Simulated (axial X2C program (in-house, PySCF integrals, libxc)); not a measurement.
**Correcting the dissociation energy of O₂⁺ for spin–orbit coupling**

A spin-free CCSD(T) curve (one-electron X2C) was computed with an in-house relativistic program for diatomic molecules, basis O dyall-av3z [7s6p3d2f] (cores contracted in-house), for the state M_S = 1/2, Λ = 1 (beyond evenly filled blocks: π+α). It gives D0 = 6.281 eV to O+ + O, which in a spin-free picture are the weighted means of the ground terms.

Correlated methods: 11 electrons correlated (number of frozen shells: O 1 s), 197 virtual spin orbitals or spinors in MP2, 90 natural virtuals in coupled cluster.

Measured levels of the ground terms (NIST Handbook of Basic Atomic Spectroscopic Data), in cm⁻¹: O+ 4S: J = 3/2 at 0; O 3P: J = 2 at 0, J = 1 at 158.3, J = 0 at 227.

The two components of the molecular doublet are 205 cm⁻¹ apart in the PBE0 2c search (Ω = 1/2 lower), so the lower one lies 102 cm⁻¹ under their mean.

(1) How far does each ground level lie under the (2J+1)-weighted mean of its term?

(2) Correct D0.

Second-order spin–orbit effects in the molecule, which grow quickly with Z, are left out. Occupations by symmetry block were frozen at the best pattern of an incomplete PBE0 search. Dissociation energies refer to the lowest single-determinant-based atoms at the same level and basis. CCSD and (T) use frozen natural virtuals with an MP2 correction for the truncation; (T) itself is uncorrected, so its De runs slightly low. Under one Hamiltonian the search converged a single determinant, so lower ones may well exist.

Answers

(1) O+: a single level, 0; O: (5 × 0 + 3 × 158.3 + 1 × 227)/9 = 78 cm⁻¹.

(2) D0 = 6.281 + (102 − 78)/8065.5 = 6.284 eV at CCSD(T) with these spin–orbit terms. The direct two-component run gives 6.290 eV; the difference holds second-order terms in the molecule, scalar two-electron terms, the gap between measured and computed atomic splittings (a 2c atom can miss part of its lowering) and, in coupled cluster, the truncation of each run.
